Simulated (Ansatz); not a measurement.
# C3H5 radical: how energies converge with the basis set

The task here is to estimate one member of a computed series from the others.

Computed with Ansatz 0.2.0, Gaussian basis. Level: one geometry, several basis sets.

Levels to be run: PBE0-D4/def2-SVP; ωB97M-V/def2-SVP; PBE0-D4/def2-QZVPP; ωB97M-V/def2-QZVPP; the functionals' def2-TZVPP values are taken from earlier runs.

## The geometry

All runs share one geometry, relaxed beforehand with PBE0-D4 in a triple-zeta def2 set.

8 atoms, charge 0, spin multiplicity 2.

Atoms are counted from 1 here; the program's logs count them from 0.

Bond lengths: C1–C2 1.459 Å, C1–C3 1.459 Å, C1–H4 1.079 Å, C2–C3 1.523 Å, C2–H5 1.087 Å, C2–H6 1.087 Å, C3–H7 1.087 Å, C3–H8 1.087 Å. Angles: C2–C1–C3 62.9°, C2–C1–H4 132.7°, C3–C1–H4 132.7°, C1–C2–C3 58.5°, C1–C2–H5 119.2°, C1–C2–H6 118.9°, C3–C2–H5 119.0°, C3–C2–H6 116.7°, H5–C2–H6 113.8°, C1–C3–C2 58.5°, C1–C3–H7 118.9°, C1–C3–H8 119.2°, C2–C3–H7 116.7°, C2–C3–H8 119.0°, H7–C3–H8 113.8°.

The first run:

Input file in.yaml:

```yaml
crystal:
  periodic: [false, false, false]
  atoms:
    - {symbol: C, position_ang: [-0.922350, -0.237270, -0.208902]}
    - {symbol: C, position_ang: [0.037439, 0.758934, 0.254354]}
    - {symbol: C, position_ang: [0.443585, -0.691156, 0.028681]}
    - {symbol: H, position_ang: [-1.570516, -0.284719, -1.070573]}
    - {symbol: H, position_ang: [0.388644, 1.518561, -0.439036]}
    - {symbol: H, position_ang: [-0.013710, 1.097516, 1.285585]}
    - {symbol: H, position_ang: [0.653196, -1.283791, 0.914989]}
    - {symbol: H, position_ang: [1.075911, -0.935173, -0.820897]}
basis:
  gaussian: {orbitals: def2-SVP}
magnetization: {spin_polarized: true, initial_magnetization: 1}
hamiltonian: {xc: pbe0, dispersion: d4}
output: {orbitals: {seedname: orbitals}}
```

Steps of the session up to this table: PBE0-D4 in def2-SVP; ωB97M-V in def2-SVP; PBE0-D4 in def2-QZVPP; ωB97M-V in def2-QZVPP.

One of the session's tables, all rows but one given; the rest of the session is left out.

It belongs to the step «Density functionals: the series». 

```
functional       basis  HOMO (eV)
   PBE0-D4    def2-SVP      -6.28
   PBE0-D4  def2-TZVPP          ?
   PBE0-D4  def2-QZVPP      -6.32
   ωB97M-V    def2-SVP      -8.30
   ωB97M-V  def2-TZVPP      -8.34
   ωB97M-V  def2-QZVPP      -8.35
```

**Question.** Estimate the row for PBE0-D4, def2-TZVPP.

The run gave: HOMO (eV): -6.31. In the column «HOMO (eV)» it lies between PBE0-D4, def2-QZVPP (-6.32) and PBE0-D4, def2-SVP (-6.28).
